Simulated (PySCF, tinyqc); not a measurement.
Worked calculation: RKS/B3LYP (VWN-RPA form) in the sto-3g basis, for CH2, spin multiplicity 1. The lowest restricted solution is unstable here: a spin-polarised one lies 0.0296 hartree lower (PySCF). One step of it, computed by the program tinyqc.

Question. Iteration 1: building the Kohn-Sham matrix. J_ij = sum D_kl (ij|kl), K_ij = sum D_kl (ik|jl); F = H + J - 0.1 K + V_xc; E = tr D H + tr D J / 2 - 0.05 tr D K + E_xc + E_nn.

D at the start, lower triangle:
```
            1C 1s      1C 2s    1C 2px     1C 2py     1C 2pz      2H 1s     3H 1s
1C 1s    0.024461
1C 2s   -0.139019   0.909703
1C 2px   0.000000   0.000000  2.000000
1C 2py   0.000620  -0.006849  0.000000   0.410942
1C 2pz   0.140536  -0.447436  0.000000  -0.002589   1.838935
2H 1s    0.102593  -0.923069  0.000000  -0.775032  -0.415946   2.904648
3H 1s    0.103970  -0.940492  0.000000   0.787390  -0.422448  -0.055060  2.925764
```

core Hamiltonian H = T + V (hartree), lower triangle:
```
             1C 1s      1C 2s     1C 2px     1C 2py     1C 2pz      2H 1s      3H 1s
1C 1s   -18.609396
1C 2s    -4.488675  -5.553861
1C 2px    0.000000   0.000000  -4.442126
1C 2py    0.000124   0.001105   0.000000  -4.595868
1C 2pz   -0.011573  -0.125736   0.000000   0.000461  -4.480768
2H 1s    -0.781316  -1.912924   0.000000  -1.491977  -0.770745  -3.211392
3H 1s    -0.793439  -1.932794   0.000000   1.504107  -0.776956  -0.376995  -3.224113
```

Two-electron integrals (ij|kl) in chemists' order, unique and non-zero (hartree):
```
(11|11) 3.541948    (21|11) 0.576921    (21|21) 0.111888    (22|11) 0.854682
(22|21) 0.205284    (22|22) 0.624709    (31|31) 0.020296    (32|31) 0.030858
(32|32) 0.137996    (33|11) 0.852436    (33|21) 0.205335    (33|22) 0.624568
(33|33) 0.672833    (41|41) 0.020296    (42|41) 0.030858    (42|42) 0.137996
(43|43) 0.036269    (44|11) 0.852436    (44|21) 0.205335    (44|22) 0.624568
(44|33) 0.600295    (44|44) 0.672833    (51|51) 0.020296    (52|51) 0.030858
(52|52) 0.137996    (53|53) 0.036269    (54|54) 0.036269    (55|11) 0.852436
(55|21) 0.205335    (55|22) 0.624568    (55|33) 0.600295    (55|44) 0.600295
(55|55) 0.672833    (61|11) 0.099805    (61|21) 0.019252    (61|22) 0.035301
(61|33) 0.035181    (61|41) 0.001033    (61|42) 0.001938    (61|44) 0.035477
(61|51) 0.000518    (61|52) 0.000972    (61|54) 0.000148    (61|55) 0.035256
(61|61) 0.003385    (62|11) 0.256738    (62|21) 0.062575    (62|22) 0.211725
(62|33) 0.206493    (62|41) 0.005311    (62|42) 0.037788    (62|44) 0.218873
(62|51) 0.002663    (62|52) 0.018945    (62|54) 0.006207    (62|55) 0.209604
(62|61) 0.011243    (62|62) 0.096916    (63|31) 0.006137    (63|32) 0.033055
(63|43) 0.007236    (63|53) 0.003628    (63|63) 0.011401    (64|11) 0.201741
(64|21) 0.049780    (64|22) 0.178594    (64|33) 0.169673    (64|41) 0.009789
(64|42) 0.062392    (64|44) 0.193808    (64|51) 0.001831    (64|52) 0.014708
(64|54) 0.008472    (64|55) 0.172102    (64|61) 0.009330    (64|62) 0.096984
(64|64) 0.106690    (65|11) 0.101141    (65|21) 0.024957    (65|22) 0.089536
(65|33) 0.085064    (65|41) 0.001831    (65|42) 0.014708    (65|44) 0.089908
(65|51) 0.007055    (65|52) 0.040429    (65|54) 0.009665    (65|55) 0.093537
(65|61) 0.004678    (65|62) 0.048622    (65|64) 0.047772    (65|65) 0.035351
(66|11) 0.417619    (66|21) 0.103492    (66|22) 0.399476    (66|33) 0.378709
(66|41) 0.010520    (66|42) 0.102114    (66|44) 0.428072    (66|51) 0.005274
(66|52) 0.051194    (66|54) 0.024748    (66|55) 0.391116    (66|61) 0.018817
(66|62) 0.236982    (66|64) 0.261207    (66|65) 0.130954    (66|66) 0.774606
(71|11) 0.101365    (71|21) 0.019552    (71|22) 0.035849    (71|33) 0.035728
(71|41) -0.001051   (71|42) -0.001970   (71|44) 0.036029    (71|51) 0.000527
(71|52) 0.000988    (71|54) -0.000151   (71|55) 0.035804    (71|61) 0.003323
(71|62) 0.010668    (71|64) 0.008129    (71|65) 0.004449    (71|66) 0.017558
(71|71) 0.003491    (72|11) 0.259581    (72|21) 0.063262    (72|22) 0.213906
(72|33) 0.208629    (72|41) -0.005371   (72|42) -0.038135   (72|44) 0.221116
(72|51) 0.002693    (72|52) 0.019119    (72|54) -0.006260   (72|55) 0.211768
(72|61) 0.010620    (72|62) 0.066546    (72|64) 0.048737    (72|65) 0.032437
(72|66) 0.123892    (72|71) 0.011544    (72|72) 0.098722    (73|31) 0.006219
(73|32) 0.033452    (73|43) -0.007313   (73|53) 0.003666    (73|63) 0.007216
(73|73) 0.011647    (74|11) -0.203567   (74|21) -0.050228   (74|22) -0.180079
(74|33) -0.171077   (74|41) 0.009907    (74|42) 0.063019    (74|44) -0.195436
(74|51) -0.001849   (74|52) -0.014824   (74|54) 0.008546    (74|55) -0.173524
(74|61) -0.008076   (74|62) -0.048600   (74|64) -0.029522   (74|65) -0.023285
(74|66) -0.086012   (74|71) -0.009563   (74|72) -0.098606   (74|74) 0.108347
(75|11) 0.102058    (75|21) 0.025182    (75|22) 0.090282    (75|33) 0.085769
(75|41) -0.001849   (75|42) -0.014824   (75|44) 0.090649    (75|51) 0.007146
(75|52) 0.040884    (75|54) -0.009759   (75|55) 0.094328    (75|61) 0.004421
(75|62) 0.032391    (75|64) 0.023312    (75|65) 0.022681    (75|66) 0.063589
(75|71) 0.004794    (75|72) 0.049436    (75|74) -0.048480   (75|75) 0.035953
(76|11) 0.046983    (76|21) 0.011477    (76|22) 0.039914    (76|33) 0.038942
(76|41) 1.54e-06    (76|42) 0.000019    (76|44) 0.040275    (76|51) 0.000833
(76|52) 0.006241    (76|54) 3.97e-06    (76|55) 0.040485    (76|61) 0.002005
(76|62) 0.015846    (76|64) 0.013885    (76|65) 0.008761    (76|66) 0.035491
(76|71) 0.002036    (76|72) 0.015975    (76|74) -0.013956   (76|75) 0.008820
(76|76) 0.003226    (77|11) 0.419729    (77|21) 0.104009    (77|22) 0.401124
(77|33) 0.380230    (77|41) -0.010613   (77|42) -0.102695   (77|44) 0.429896
(77|51) 0.005321    (77|52) 0.051486    (77|54) -0.024900   (77|55) 0.392714
(77|61) 0.017374    (77|62) 0.123089    (77|64) 0.085673    (77|65) 0.063279
(77|66) 0.236756    (77|71) 0.019209    (77|72) 0.239506    (77|74) -0.263539
(77|75) 0.132125    (77|76) 0.035491    (77|77) 0.774606
```

nuclear repulsion = 5.32374545 hartree

V_xc (hartree), lower triangle:
```
            1C 1s      1C 2s     1C 2px     1C 2py     1C 2pz      2H 1s      3H 1s
1C 1s   -0.561829
1C 2s   -0.135638  -0.427224
1C 2px   0.000000   0.000000  -0.456314
1C 2py   0.000050   0.000135   0.000000  -0.379600
1C 2pz   0.001936   0.031775   0.000000   0.000111  -0.446927
2H 1s   -0.022764  -0.153701   0.000000  -0.137290  -0.066860  -0.441578
3H 1s   -0.023122  -0.155302   0.000000   0.138490  -0.067433  -0.027987  -0.441786
```

E_xc = sum of w rho eps_xc = -2.92136758 hartree

Give: Coulomb J; exchange K; Kohn-Sham matrix F; total energy of this density.

Answer.

Coulomb J (hartree), lower triangle:
```
          1C 1s    1C 2s  1C 2px   1C 2py  1C 2pz   2H 1s   3H 1s
1C 1s    5.0380
1C 2s    1.2213   4.0263
1C 2px   0.0000   0.0000  4.0017
1C 2py  -0.0001  -0.0009  0.0000   4.0449
1C 2pz  -0.0185  -0.0010  0.0000  -0.0003  4.0289
2H 1s    0.2093   1.5056  0.0000   1.3449  0.6780  3.5243
3H 1s    0.2126   1.5204  0.0000  -1.3556  0.6832  0.2877  3.5303
```

exchange K (hartree), lower triangle:
```
          1C 1s    1C 2s  1C 2px   1C 2py  1C 2pz   2H 1s   3H 1s
1C 1s    0.0991
1C 2s    0.1222   0.7457
1C 2px   0.0000   0.0000  1.4609
1C 2py   0.0000  -0.0006  0.0000   0.3112
1C 2pz  -0.0222  -0.4665  0.0000  -0.0003  1.3111
2H 1s    0.0178   0.3085  0.0000   0.2927  0.1263  1.4661
3H 1s    0.0180   0.3110  0.0000  -0.2944  0.1267  0.0637  1.4632
```

Kohn-Sham matrix F (hartree), lower triangle:
```
           1C 1s    1C 2s   1C 2px   1C 2py   1C 2pz    2H 1s    3H 1s
1C 1s   -14.1431
1C 2s    -3.4153  -2.0294
1C 2px    0.0000   0.0000  -1.0428
1C 2py    0.0000   0.0004   0.0000  -0.9617
1C 2pz   -0.0260  -0.0483   0.0000   0.0003  -1.0299
2H 1s    -0.5965  -0.5919   0.0000  -0.3136  -0.1722  -0.2753
3H 1s    -0.6058  -0.5988   0.0000   0.3164  -0.1738  -0.1237  -0.2819
```

total energy of this density = -12.229254 hartree
